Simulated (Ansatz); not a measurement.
# Spin states of AlH, each at its own bond length

Ansatz 0.2.0, functionals in def2-QZVPP, HF, MP2 and coupled cluster extrapolated from def2-TZVPP and def2-QZVPP (exp(−7.88 √X), X^−2.97); geometries are PBE0/def2-TZVP minima. Wave-function levels freeze the cores; HF, MP2 and coupled cluster are restricted for singlets and unrestricted otherwise, Kohn–Sham unrestricted where that lies lower. The best estimate adds to that CCSD(T) limit the step from CCSD(T) to the highest level run in a smaller set (full CI/cc-pVQZ). It lacks core correlation, which semilocal and hybrid functionals hold and which counts in their errors here, (a few kJ/mol in atomization energies of light atoms) is good to about 1 kcal/mol where the step is under 0.06 eV, as here, and is no measured value. Energies are electronic, without zero-point terms. No spin–orbit coupling and no scalar relativity. The species are chosen: bound, without strong static correlation by their natural occupations or amplitudes, and with a ladder that closes on the reference, so errors are smaller than for species at large; levels whose determinant breaks symmetry or spin markedly are left out.

A. triplet; Al–H 1.605. Coordinates (Å): Al 0.000 0.000 0.000; H 0.000 0.000 1.605
B. singlet; Al–H 1.665. Coordinates (Å): Al 0.000 0.000 0.000; H 0.000 0.000 1.665

Question: From bonding and spin, estimate the order of these in energy at the best estimate, each at its own geometry.

Answer: At the best estimate, above the lowest of those listed: B (0.0 kcal/mol), A (43.3 kcal/mol).

```json
{"level": "the best estimate", "A less B (kcal/mol)": "43.3"}
{"level": "MP2", "A less B (kcal/mol)": "40.6"}
{"level": "CCSD(T)", "A less B (kcal/mol)": "43.4"}
{"level": "PBE", "A less B (kcal/mol)": "38.9"}
{"level": "BLYP", "A less B (kcal/mol)": "43.8"}
{"level": "r2SCAN", "A less B (kcal/mol)": "34.1"}
{"level": "B97M-V", "A less B (kcal/mol)": "45.3"}
{"level": "PBE0", "A less B (kcal/mol)": "38.1"}
{"level": "wB97M-V", "A less B (kcal/mol)": "47.9"}
```

Every level shown puts the same form lowest.

The geometries are PBE0's.
